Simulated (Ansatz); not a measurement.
## Ansatz (development build ahead of 0.2.0) run

```yaml
crystal:
  periodic: [false, false, false]
  atoms:
    - { symbol: "N", position_ang: [-0.00538, -0.03821, 0.12333] }
    - { symbol: H, position_ang: [0.95683, 0.03365, -0.29793] }
    - { symbol: H, position_ang: [-0.47749, 0.83263, -0.2138] }
    - { symbol: H, position_ang: [-0.46555, -0.8483, -0.24095] }
basis:
  gaussian: { orbitals: def2-SVP }
hamiltonian:
  xc: hf
correlation:
  method: mp2
  frozen_orbitals: { H: 0, "N": 1 }
```

The input is written out in the form of the current development build from the run's settings.

The run gave:

```json
{"Converged": "yes", "Reference energy": "-56.14487 hartree", "Correlation energy": "-0.18753 hartree", "Total energy": "-56.33241 hartree", "Spin squared of the determinant": "0.000"}
```
